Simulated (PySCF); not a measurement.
## Electron affinity of Al by level of theory

Al⁻ [Ne] 3s2 3p2 (3P) → Al [Ne] 3s2 3p1 (2P), as a difference of total energies. All numbers are calculated (PySCF 2.14, the spin-free X2C one-electron Hamiltonian (Gaussian nucleus), in dyall-acv3z (19s12p6d4f, 113 functions)). Correlated levels: valence: [Ne] frozen; virtual orbitals above 40 to 60 times the deepest correlated orbital energy dropped. The calculations carry no spin-orbit coupling.

| method | electron affinity (eV) |
| --- | --- |
| UHF | 0.008 |
| MP2 (valence) | 0.358 |
| SCS-MP2 (valence) | 0.256 |
| CCSD (valence) | 0.368 |
| CCSD(T) (valence) | 0.420 |

Q: How much does correlation contribute at CCSD(T) (valence)?

A: 0.420 − (0.008) = 0.412 eV, measured against UHF.

Errors of the correlated levels include the incompleteness of this basis and the frozen core.

For comparison: 0.433 eV (measured; photodetachment measurements, as compiled on the Wikipedia data page of electron affinities).
